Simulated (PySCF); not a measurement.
# Core-level binding energies of aziridine

Compound: aziridine, C2H5N.
SMILES with atom numbers: `[CH2:1]1[CH2:2][NH:3]1`

Cartesian coordinates in Å at the PBE0-D3(BJ)/def2-SVP level; atoms count from 1:
```
atom  x, y, z in Å
C1     0.3356    0.6293   -0.3287
C2     0.2091   -0.6846    0.3375
N3    -0.8284   -0.2079   -0.5598
H4     0.2360    1.5289    0.2899
H5     1.0069    0.7486   -1.1861
H6     0.7865   -1.5431   -0.0226
H7     0.0205   -0.6938    1.4177
H8    -1.6279    0.1370   -0.0316
```

Level of theory: delta-SCF UKS SCAN, pcX-2 on the ionised atom, pcseg-1 elsewhere, spin-free X2C (PySCF 2.14.0). These are vertical core ionisation energies against the vacuum level, from separate self-consistent calculations with and without the core hole.

**Question.** List the computed XPS lines with their assignment.

**Answer.** 
```json
{"atom(s)": "C1/C2", "bonded to": "N, C and 2 H", "level": "C 1s", "binding energy (eV)": "291.57", "count": "2"}
{"atom(s)": "N3", "bonded to": "2 C and H", "level": "N 1s", "binding energy (eV)": "405.19", "count": "1"}
```

**Question.** Which effective nuclear charge Zeff reproduces each element's mean 1s value in the hydrogen-like formula E = 13.606 eV × Zeff²?

**Answer.** C (Z = 6): mean 291.6 eV, Zeff = 4.63, Z − Zeff = 1.37; N (Z = 7): mean 405.2 eV, Zeff = 5.46, Z − Zeff = 1.54. Means run over the listed sites, weighted by atom count.

The first atom of each set that the bonding makes equivalent was ionised and stands for the set. Geometry: PBE0-D3(BJ)/def2-SVP; no solvent, vibrations or thermal averaging.

On Arm Neoverse V1, one thread, no GPU (shared host), this took 7.2 s wall and 0.44 GiB of memory at its peak.
